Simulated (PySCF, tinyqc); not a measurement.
Worked calculation (part 1 of 2): CCSD on RHF in the sto-3g basis, frozen core, for CH2, spin multiplicity 1. The lowest restricted solution is unstable here: a spin-polarised one lies 0.0292 hartree lower (PySCF). Computed by tinyqc, a small Python program that keeps every step (integrals from PySCF). Settings: charge = 0, multiplicity = 1, basis = sto-3g, method = RHF, frozen orbitals = 1, energy threshold = 1e-10, iteration cap = 69, orthogonalisation = canonical, start = atomic densities, DIIS depth = 6, amplitude equations = CCSD, DIIS depth for amplitudes = 4, cap on updates = 80. Command: `OMP_NUM_THREADS=1 python tinyqc.py 24054 24055 out.jsonl` (the two numbers bound the seeds that draw the settings). One thread of a shared host (Intel(R) Xeon(R) Processor @ 2.60GHz), about 0.3 s of CPU time with the checks. The early iterations of the SCF are left out here.

## One-electron integrals

Geometry (angstrom):
```
atom         x          y         z
C     0.000000   0.000000  0.000000
H     0.000000   0.903000  0.669000
H     0.000000  -0.903000  0.669000
```

Basis sto-3g: exponents (1/bohr^2) and contraction coefficients of normalised primitives:
```
element  l (shell)   exponent  coefficient
C            s (1)  71.616837     0.154329
C            s (1)  13.045096     0.535328
C            s (1)   3.530512     0.444635
C            s (2)   2.941249    -0.099967
C            s (2)   0.683483     0.399513
C            s (2)   0.222290     0.700115
C            p (3)   2.941249     0.155916
C            p (3)   0.683483     0.607684
C            p (3)   0.222290     0.391957
H            s (1)   3.425251     0.154329
H            s (1)   0.623914     0.535328
H            s (1)   0.168855     0.444635
```

Overlap, kinetic and nuclear-attraction integrals over the contracted functions; the nuclear repulsion is the sum of Za Zb / Rab.

nuclear repulsion = 5.94349740 hartree

overlap S, order 1C 1s, 1C 2s, 1C 2px, 1C 2py, 1C 2pz, 2H 1s, 3H 1s:
$$\begin{pmatrix}
1.000000 & 0.248362 & 0.000000 & 0.000000 & 0.000000 & 0.057550 & 0.057550 \\
0.248362 & 1.000000 & 0.000000 & 0.000000 & 0.000000 & 0.471468 & 0.471468 \\
0.000000 & 0.000000 & 1.000000 & 0.000000 & 0.000000 & 0.000000 & 0.000000 \\
0.000000 & 0.000000 & 0.000000 & 1.000000 & 0.000000 & 0.365938 & -0.365938 \\
0.000000 & 0.000000 & 0.000000 & 0.000000 & 1.000000 & 0.271110 & 0.271110 \\
0.057550 & 0.471468 & 0.000000 & 0.365938 & 0.271110 & 1.000000 & 0.162567 \\
0.057550 & 0.471468 & 0.000000 & -0.365938 & 0.271110 & 0.162567 & 1.000000
\end{pmatrix}$$

kinetic energy T (hartree), order 1C 1s, 1C 2s, 1C 2px, 1C 2py, 1C 2pz, 2H 1s, 3H 1s:
$$\begin{pmatrix}
15.891122 & -0.085890 & 0.000000 & 0.000000 & 0.000000 & -0.011485 & -0.011485 \\
-0.085890 & 0.472250 & 0.000000 & 0.000000 & 0.000000 & 0.096163 & 0.096163 \\
0.000000 & 0.000000 & 1.477728 & 0.000000 & 0.000000 & 0.000000 & 0.000000 \\
0.000000 & 0.000000 & 0.000000 & 1.477728 & 0.000000 & 0.193469 & -0.193469 \\
0.000000 & 0.000000 & 0.000000 & 0.000000 & 1.477728 & 0.143335 & 0.143335 \\
-0.011485 & 0.096163 & 0.000000 & 0.193469 & 0.143335 & 0.760032 & -0.006345 \\
-0.011485 & 0.096163 & 0.000000 & -0.193469 & 0.143335 & -0.006345 & 0.760032
\end{pmatrix}$$

nuclear attraction V (hartree), order 1C 1s, 1C 2s, 1C 2px, 1C 2py, 1C 2pz, 2H 1s, 3H 1s:
$$\begin{pmatrix}
-34.594489 & -4.426123 & 0.000000 & 0.000000 & -0.018968 & -1.044552 & -1.044552 \\
-4.426123 & -6.108780 & 0.000000 & 0.000000 & -0.196943 & -2.451805 & -2.451805 \\
0.000000 & 0.000000 & -5.986983 & 0.000000 & 0.000000 & 0.000000 & 0.000000 \\
0.000000 & 0.000000 & 0.000000 & -6.141885 & 0.000000 & -1.755619 & 1.755619 \\
-0.018968 & -0.196943 & 0.000000 & 0.000000 & -6.072005 & -1.351964 & -1.351964 \\
-1.044552 & -2.451805 & 0.000000 & -1.755619 & -1.351964 & -4.291265 & -0.757416 \\
-1.044552 & -2.451805 & 0.000000 & 1.755619 & -1.351964 & -0.757416 & -4.291265
\end{pmatrix}$$

core Hamiltonian H = T + V (hartree), order 1C 1s, 1C 2s, 1C 2px, 1C 2py, 1C 2pz, 2H 1s, 3H 1s:
$$\begin{pmatrix}
-18.703367 & -4.512013 & 0.000000 & 0.000000 & -0.018968 & -1.056037 & -1.056037 \\
-4.512013 & -5.636530 & 0.000000 & 0.000000 & -0.196943 & -2.355642 & -2.355642 \\
0.000000 & 0.000000 & -4.509254 & 0.000000 & 0.000000 & 0.000000 & 0.000000 \\
0.000000 & 0.000000 & 0.000000 & -4.664157 & 0.000000 & -1.562150 & 1.562150 \\
-0.018968 & -0.196943 & 0.000000 & 0.000000 & -4.594277 & -1.208629 & -1.208629 \\
-1.056037 & -2.355642 & 0.000000 & -1.562150 & -1.208629 & -3.531233 & -0.763762 \\
-1.056037 & -2.355642 & 0.000000 & 1.562150 & -1.208629 & -0.763762 & -3.531233
\end{pmatrix}$$

## Two-electron integrals

Functions are numbered as in S; the eight-fold symmetry (ij|kl) = (ji|kl) = (kl|ij) leaves the list below.

Two-electron integrals (ij|kl) in chemists' order, unique and non-zero (hartree):
```
(11|11) 3.541948    (21|11) 0.576921    (21|21) 0.111888    (22|11) 0.854682
(22|21) 0.205284    (22|22) 0.624709    (31|31) 0.020296    (32|31) 0.030858
(32|32) 0.137996    (33|11) 0.852436    (33|21) 0.205335    (33|22) 0.624568
(33|33) 0.672833    (41|41) 0.020296    (42|41) 0.030858    (42|42) 0.137996
(43|43) 0.036269    (44|11) 0.852436    (44|21) 0.205335    (44|22) 0.624568
(44|33) 0.600295    (44|44) 0.672833    (51|51) 0.020296    (52|51) 0.030858
(52|52) 0.137996    (53|53) 0.036269    (54|54) 0.036269    (55|11) 0.852436
(55|21) 0.205335    (55|22) 0.624568    (55|33) 0.600295    (55|44) 0.600295
(55|55) 0.672833    (61|11) 0.134638    (61|21) 0.025948    (61|22) 0.047499
(61|33) 0.047336    (61|41) 0.001280    (61|42) 0.002377    (61|44) 0.047663
(61|51) 0.000948    (61|52) 0.001761    (61|54) 0.000242    (61|55) 0.047515
(61|61) 0.006155    (62|11) 0.315441    (62|21) 0.076740    (62|22) 0.256052
(62|33) 0.249986    (62|41) 0.005873    (62|42) 0.040044    (62|44) 0.261584
(62|51) 0.004351    (62|52) 0.029667    (62|54) 0.008593    (62|55) 0.256352
(62|61) 0.018557    (62|62) 0.136286    (63|31) 0.007898    (63|32) 0.041352
(63|43) 0.007887    (63|53) 0.005843    (63|63) 0.016997    (64|11) 0.213605
(64|21) 0.052648    (64|22) 0.186272    (64|33) 0.176859    (64|41) 0.011419
(64|42) 0.068461    (64|44) 0.200553    (64|51) 0.002609    (64|52) 0.020084
(64|54) 0.011711    (64|55) 0.181206    (64|61) 0.013346    (64|62) 0.117822
(64|64) 0.117014    (65|11) 0.158252    (65|21) 0.039005    (65|22) 0.138002
(65|33) 0.131028    (65|41) 0.002609    (65|42) 0.020084    (65|44) 0.136896
(65|51) 0.009830    (65|52) 0.056231    (65|54) 0.012235    (65|55) 0.145936
(65|61) 0.009887    (65|62) 0.087290    (65|64) 0.074099    (65|65) 0.071894
(66|11) 0.461367    (66|21) 0.114169    (66|22) 0.432255    (66|33) 0.409216
(66|41) 0.011193    (66|42) 0.101700    (66|44) 0.453515    (66|51) 0.008293
(66|52) 0.075346    (66|54) 0.032819    (66|55) 0.433531    (66|61) 0.028039
(66|62) 0.288199    (66|64) 0.275502    (66|65) 0.204109    (66|66) 0.774606
(71|11) 0.134638    (71|21) 0.025948    (71|22) 0.047499    (71|33) 0.047336
(71|41) -0.001280   (71|42) -0.002377   (71|44) 0.047663    (71|51) 0.000948
(71|52) 0.001761    (71|54) -0.000242   (71|55) 0.047515    (71|61) 0.005980
(71|62) 0.017535    (71|64) 0.011432    (71|65) 0.009352    (71|66) 0.025986
(71|71) 0.006155    (72|11) 0.315441    (72|21) 0.076740    (72|22) 0.256052
(72|33) 0.249986    (72|41) -0.005873   (72|42) -0.040044   (72|44) 0.261584
(72|51) 0.004351    (72|52) 0.029667    (72|54) -0.008593   (72|55) 0.256352
(72|61) 0.017535    (72|62) 0.101150    (72|64) 0.062201    (72|65) 0.063117
(72|66) 0.169935    (72|71) 0.018557    (72|72) 0.136286    (73|31) 0.007898
(73|32) 0.041352    (73|43) -0.007887   (73|53) 0.005843    (73|63) 0.011921
(73|73) 0.016997    (74|11) -0.213605   (74|21) -0.052648   (74|22) -0.186272
(74|33) -0.176859   (74|41) 0.011419    (74|42) 0.068461    (74|44) -0.200553
(74|51) -0.002609   (74|52) -0.020084   (74|54) 0.011711    (74|55) -0.181206
(74|61) -0.011432   (74|62) -0.062201   (74|64) -0.027352   (74|65) -0.038008
(74|66) -0.095228   (74|71) -0.013346   (74|72) -0.117822   (74|74) 0.117014
(75|11) 0.158252    (75|21) 0.039005    (75|22) 0.138002    (75|33) 0.131028
(75|41) -0.002609   (75|42) -0.020084   (75|44) 0.136896    (75|51) 0.009830
(75|52) 0.056231    (75|54) -0.012235   (75|55) 0.145936    (75|61) 0.009352
(75|62) 0.063117    (75|64) 0.038008    (75|65) 0.050501    (75|66) 0.112965
(75|71) 0.009887    (75|72) 0.087290    (75|74) -0.074099   (75|75) 0.071894
(76|11) 0.094016    (76|21) 0.022995    (76|22) 0.080388    (76|33) 0.077990
(76|44) 0.080146    (76|51) 0.002100    (76|52) 0.015608    (76|55) 0.082947
(76|61) 0.005456    (76|62) 0.039631    (76|64) 0.029564    (76|65) 0.027843
(76|66) 0.080140    (76|71) 0.005456    (76|72) 0.039631    (76|74) -0.029564
(76|75) 0.027843    (76|76) 0.014094    (77|11) 0.461367    (77|21) 0.114169
(77|22) 0.432255    (77|33) 0.409216    (77|41) -0.011193   (77|42) -0.101700
(77|44) 0.453515    (77|51) 0.008293    (77|52) 0.075346    (77|54) -0.032819
(77|55) 0.433531    (77|61) 0.025986    (77|62) 0.169935    (77|64) 0.095228
(77|65) 0.112965    (77|66) 0.291002    (77|71) 0.028039    (77|72) 0.288199
(77|74) -0.275502   (77|75) 0.204109    (77|76) 0.080140    (77|77) 0.774606
```

## Orthogonalisation

S = U s U^T; canonical form X = U s^(-1/2), so that X^T S X = 1. Each column of U has its largest component positive (the first on a tie).

eigenvalues of S: [0.290987, 0.394857, 0.864588, 1.000000, 1.104670, 1.442576, 1.902321]

X, order 1C 1s, 1C 2s, 1C 2px, 1C 2py, 1C 2pz, 2H 1s, 3H 1s:
$$\begin{pmatrix}
-0.292435 & 0.000000 & 0.777243 & 0.000000 & -0.602832 & 0.000000 & 0.164325 \\
1.226537 & 0.000000 & -0.352342 & 0.000000 & -0.311612 & 0.000000 & 0.427488 \\
0.000000 & 0.000000 & 0.000000 & 1.000000 & 0.000000 & 0.000000 & 0.000000 \\
0.000000 & 1.034311 & 0.000000 & 0.000000 & 0.000000 & 0.632758 & 0.000000 \\
0.646395 & 0.000000 & 0.617140 & 0.000000 & 0.643345 & 0.000000 & 0.219811 \\
-0.845233 & -0.855207 & -0.154122 & 0.000000 & 0.124191 & 0.382637 & 0.365792 \\
-0.845233 & 0.855207 & -0.154122 & 0.000000 & 0.124191 & -0.382637 & 0.365792
\end{pmatrix}$$

## Iteration 8 (converged): orbitals

converged F (hartree), order 1C 1s, 1C 2s, 1C 2px, 1C 2py, 1C 2pz, 2H 1s, 3H 1s:
$$\begin{pmatrix}
-11.000097 & -2.955766 & 0.000000 & 0.000000 & -0.026742 & -0.699537 & -0.699537 \\
-2.955766 & -1.454366 & 0.000000 & 0.000000 & -0.094626 & -0.686276 & -0.686276 \\
0.000000 & 0.000000 & 0.227777 & 0.000000 & 0.000000 & 0.000000 & 0.000000 \\
0.000000 & 0.000000 & 0.000000 & -0.218960 & 0.000000 & -0.353735 & 0.353735 \\
-0.026742 & -0.094626 & 0.000000 & 0.000000 & -0.251834 & -0.294656 & -0.294656 \\
-0.699537 & -0.686276 & 0.000000 & -0.353735 & -0.294656 & -0.472582 & -0.237119 \\
-0.699537 & -0.686276 & 0.000000 & 0.353735 & -0.294656 & -0.237119 & -0.472582
\end{pmatrix}$$

Diagonalise F' = X^T F X, C = X C', fill 4 alpha and 4 beta electrons from the bottom; D = 2 C_occ C_occ^T. Each column has its largest component positive (the first on a tie).

F' = X^T F X (hartree):
$$\begin{pmatrix}
0.530699 & 0.000000 & 0.735257 & 0.000000 & -0.422590 & 0.000000 & 0.084358 \\
0.000000 & 0.672915 & 0.000000 & 0.000000 & 0.000000 & 0.113648 & 0.000000 \\
0.735257 & 0.000000 & -5.022787 & 0.000000 & 4.788223 & 0.000000 & -2.183967 \\
0.000000 & 0.000000 & 0.000000 & 0.227777 & 0.000000 & 0.000000 & 0.000000 \\
-0.422590 & 0.000000 & 4.788223 & 0.000000 & -5.095091 & 0.000000 & 2.286324 \\
0.000000 & 0.113648 & 0.000000 & 0.000000 & 0.000000 & -0.499197 & 0.000000 \\
0.084358 & 0.000000 & -2.183967 & 0.000000 & 2.286324 & 0.000000 & -1.892103
\end{pmatrix}$$

orbital energies (hartree): MO1 -11.006005, MO2 -0.828776, MO3 -0.510114, MO4 -0.306293, MO5 0.227777, MO6 0.661791, MO7 0.683833

coefficients C, order 1C 1s, 1C 2s, 1C 2px, 1C 2py, 1C 2pz, 2H 1s, 3H 1s:
$$\begin{pmatrix}
0.993123 & -0.216472 & 0.000000 & 0.135737 & 0.000000 & -0.168690 & 0.000000 \\
0.029852 & 0.670730 & 0.000000 & -0.619439 & 0.000000 & 1.036297 & 0.000000 \\
0.000000 & 0.000000 & 0.000000 & 0.000000 & 1.000000 & 0.000000 & 0.000000 \\
0.000000 & 0.000000 & 0.530952 & 0.000000 & 0.000000 & 0.000000 & 1.090079 \\
0.006274 & 0.165632 & 0.000000 & 0.766785 & 0.000000 & 0.803409 & 0.000000 \\
-0.007082 & 0.270708 & 0.462663 & 0.228581 & 0.000000 & -0.872821 & -0.814699 \\
-0.007082 & 0.270708 & -0.462663 & 0.228581 & 0.000000 & -0.872821 & 0.814699
\end{pmatrix}$$

D after iteration 8, order 1C 1s, 1C 2s, 1C 2px, 1C 2py, 1C 2pz, 2H 1s, 3H 1s:
$$\begin{pmatrix}
2.103155 & -0.399257 & 0.000000 & 0.000000 & 0.148915 & -0.069215 & -0.069215 \\
-0.399257 & 1.668948 & 0.000000 & 0.000000 & -0.727388 & 0.079537 & 0.079537 \\
0.000000 & 0.000000 & 0.000000 & 0.000000 & 0.000000 & 0.000000 & 0.000000 \\
0.000000 & 0.000000 & 0.000000 & 0.563820 & 0.000000 & 0.491304 & -0.491304 \\
0.148915 & -0.727388 & 0.000000 & 0.000000 & 1.230864 & 0.440133 & 0.440133 \\
-0.069215 & 0.079537 & 0.000000 & 0.491304 & 0.440133 & 0.679279 & -0.176949 \\
-0.069215 & 0.079537 & 0.000000 & -0.491304 & 0.440133 & -0.176949 & 0.679279
\end{pmatrix}$$

## Convergence

Stop when the energy changes by less than 1e-10 hartree and every element of the error matrix X^T (F D S - S D F) X is below 3e-06.

Course of the cycle:
```
iteration   E (hartree)     change  largest element of the error matrix
1          -38.25265957          -                             8.83e-01
2          -38.36589776  -1.13e-01                             6.44e-02
3          -38.37012013  -4.22e-03                             2.13e-02
4          -38.37065270  -5.33e-04                             4.82e-03
5          -38.37069570  -4.30e-05                             2.55e-04
6          -38.37069579  -8.36e-08                             2.89e-05
7          -38.37069579  -7.96e-10                             6.46e-07
8          -38.37069579  -2.42e-13                             5.55e-09
```

PySCF RHF in the same basis = -38.37069579 hartree

Converged in 8 iterations.

## Integrals over molecular orbitals

(pq|rs) = sum C_ip C_jq C_kr C_ls (ij|kl), one index at a time.

one-electron integrals over orbitals h = C^T H C (hartree):
$$\begin{pmatrix}
-18.688553 & 0.350455 & 0.000000 & -0.206627 & 0.000000 & 0.253300 & 0.000000 \\
0.350455 & -4.580005 & 0.000000 & 0.183533 & 0.000000 & -0.838372 & 0.000000 \\
0.000000 & 0.000000 & -4.034645 & 0.000000 & 0.000000 & 0.000000 & -0.837469 \\
-0.206627 & 0.183533 & 0.000000 & -4.359803 & 0.000000 & -0.391906 & 0.000000 \\
0.000000 & 0.000000 & 0.000000 & 0.000000 & -4.509254 & 0.000000 & 0.000000 \\
0.253300 & -0.838372 & 0.000000 & -0.391906 & 0.000000 & -3.549189 & 0.000000 \\
0.000000 & 0.000000 & -0.837469 & 0.000000 & 0.000000 & 0.000000 & -3.666725
\end{pmatrix}$$

Two-electron integrals over orbitals (pq|rs), unique and non-zero (hartree); the lowest 1 orbital is frozen and left out:
```
(22|22) 0.554159    (32|32) 0.142490    (33|22) 0.518878    (33|33) 0.526340
(42|22) 0.029936    (42|33) 0.022708    (42|42) 0.072766    (43|32) 0.021657
(43|43) 0.033571    (44|22) 0.492930    (44|33) 0.464693    (44|42) -0.083458
(44|44) 0.664816    (52|52) 0.088536    (53|53) 0.020147    (54|52) -0.041320
(54|54) 0.054137    (55|22) 0.543141    (55|33) 0.484814    (55|42) -0.045850
(55|44) 0.580841    (55|55) 0.672833    (62|22) 0.084815    (62|33) 0.031269
(62|42) -0.002536   (62|44) 0.073528    (62|55) 0.125838    (62|62) 0.097955
(63|32) -0.063858   (63|43) -0.028257   (63|63) 0.078828    (64|22) 0.030329
(64|33) 0.004231    (64|42) -0.014632   (64|44) 0.066788    (64|55) 0.051917
(64|62) 0.046303    (64|64) 0.035434    (65|52) 0.055305    (65|54) -0.014529
(65|65) 0.044106    (66|22) 0.545314    (66|33) 0.517765    (66|42) 0.054611
(66|44) 0.458221    (66|55) 0.508896    (66|62) 0.066929    (66|64) 0.019095
(66|66) 0.580407    (72|32) -0.004068   (72|43) -0.033764   (72|63) 0.047256
(72|72) 0.053744    (73|22) 0.047102    (73|33) 0.024690    (73|42) -0.061064
(73|44) 0.121563    (73|55) 0.123128    (73|62) 0.073724    (73|64) 0.045092
(73|66) 0.003618    (73|73) 0.120384    (74|32) -0.073751   (74|43) 0.009656
(74|63) 0.037502    (74|72) -0.008193   (74|74) 0.065635    (75|53) 0.018297
(75|75) 0.021817    (76|32) 0.109196    (76|43) 0.033965    (76|63) -0.072265
(76|72) -0.028547   (76|74) -0.052239   (76|76) 0.109279    (77|22) 0.518954
(77|33) 0.522417    (77|42) -0.009389   (77|44) 0.522872    (77|55) 0.524744
(77|62) 0.044302    (77|64) 0.015130    (77|66) 0.520119    (77|73) 0.060221
(77|77) 0.557572
```

## CCSD: starting amplitudes

t_ij^ab = <ij||ab> / (e_i + e_j - e_a - e_b), whose energy is MP2.

Starting amplitudes (spin orbitals 1a, 1b, ...; amplitudes related by a flip of all spins are not repeated):
```
from      to          t
4a 4b  5a 5b  -0.050684
3a 3b  7a 7b  -0.050414
2a 2b  5a 5b  -0.041898
3a 3b  6a 6b  -0.033633
4a 4b  7a 7b  -0.033145
2a 2b  6a 6b  -0.032858
2a 3b  6a 7b  -0.027463
2a 4b  5a 5b   0.025977
3a 4b  6b 7a   0.020856
2a 4b  6a 6b  -0.018833
4a 4b  6a 6b  -0.018301
2a 2b  7a 7b  -0.017765
2a 3b  6b 7a   0.017603
3a 4b  6a 7b  -0.017346
3a 3b  5a 5b  -0.013652
2a 3a  6a 7a  -0.009860
3a 4a  6a 7a   0.003511
2a 4b  7a 7b   0.003274
```

correlation energy = -0.03586068 hartree

## CCSD: amplitude update 1

t_i^a D_i^a and t_ij^ab D_ij^ab are set to the remaining terms of the spin-orbital equations, evaluated with the old amplitudes; for the doubles these are <ij||ab> + 1/2 <ab||ef> t_ij^ef + 1/2 <mn||ij> t_mn^ab + P(ij)P(ab) <mb||ej> t_im^ae + terms in t^2 + terms with t1, D the orbital-energy denominators.

Amplitudes after update 1 (spin orbitals 1a, 1b, ...; amplitudes related by a flip of all spins are not repeated):
```
from      to          t
4a 4b  5a 5b  -0.085610
3a 3b  7a 7b  -0.065112
2a 2b  5a 5b  -0.055304
3a 3b  6a 6b  -0.044310
4a 4b  7a 7b  -0.042676
2a 4b  5a 5b   0.041698
2a 2b  6a 6b  -0.040633
2a 3b  6a 7b  -0.036182
3a 4b  6b 7a   0.027976
2a 4b  6a 6b  -0.027024
2a 3b  6b 7a   0.026361
3a 4b  6a 7b  -0.024997
4a 4b  6a 6b  -0.021449
2a 2b  7a 7b  -0.021184
3a 3b  5a 5b  -0.013974
2a 3a  6a 7a  -0.009821
4a        6a  -0.005129
3a 4a  6a 7a   0.002979
2a        6a   0.002938
2a 4b  7a 7b   0.002730
3a        7a  -0.000248
```

correlation energy = -0.04860605 hartree

## CCSD: amplitude update 2

As before.

Amplitudes after update 2 (spin orbitals 1a, 1b, ...; amplitudes related by a flip of all spins are not repeated):
```
from      to          t
4a 4b  5a 5b  -0.111457
3a 3b  7a 7b  -0.070015
2a 2b  5a 5b  -0.059914
2a 4b  5a 5b   0.050437
3a 3b  6a 6b  -0.047928
4a 4b  7a 7b  -0.045594
2a 2b  6a 6b  -0.042849
2a 3b  6a 7b  -0.038547
3a 4b  6b 7a   0.030889
2a 4b  6a 6b  -0.030267
2a 3b  6b 7a   0.029690
3a 4b  6a 7b  -0.028551
4a 4b  6a 6b  -0.022385
2a 2b  7a 7b  -0.021755
3a 3b  5a 5b  -0.012121
4a        6a  -0.009466
2a 3a  6a 7a  -0.008857
2a        6a   0.004630
3a 4a  6a 7a   0.002338
2a 4b  7a 7b   0.002031
3a        7a  -0.000122
```

correlation energy = -0.05386629 hartree

## CCSD: amplitude update 3

t_i^a D_i^a and t_ij^ab D_ij^ab are set to the remaining terms of the spin-orbital equations, evaluated with the old amplitudes; for the doubles these are <ij||ab> + 1/2 <ab||ef> t_ij^ef + 1/2 <mn||ij> t_mn^ab + P(ij)P(ab) <mb||ej> t_im^ae + terms in t^2 + terms with t1, D the orbital-energy denominators. DIIS then mixes the stored amplitudes.

DIIS coefficients: [-1.423021, 2.423021]

Amplitudes after update 3 (spin orbitals 1a, 1b, ...; amplitudes related by a flip of all spins are not repeated):
```
from      to          t
4a 4b  5a 5b  -0.159192
3a 3b  7a 7b  -0.074381
2a 2b  5a 5b  -0.063643
2a 4b  5a 5b   0.061470
3a 3b  6a 6b  -0.050727
4a 4b  7a 7b  -0.047813
2a 2b  6a 6b  -0.044575
2a 3b  6a 7b  -0.039913
3a 4b  6b 7a   0.034199
2a 4b  6a 6b  -0.033437
3a 4b  6a 7b  -0.032646
2a 3b  6b 7a   0.032544
4a 4b  6a 6b  -0.023215
2a 2b  7a 7b  -0.021697
4a        6a  -0.016725
3a 3b  5a 5b  -0.008096
2a 3a  6a 7a  -0.007369
2a        6a   0.006703
3a 4a  6a 7a   0.001552
2a 4b  7a 7b   0.000925
3a        7a   0.000337
```

correlation energy = -0.05995752 hartree
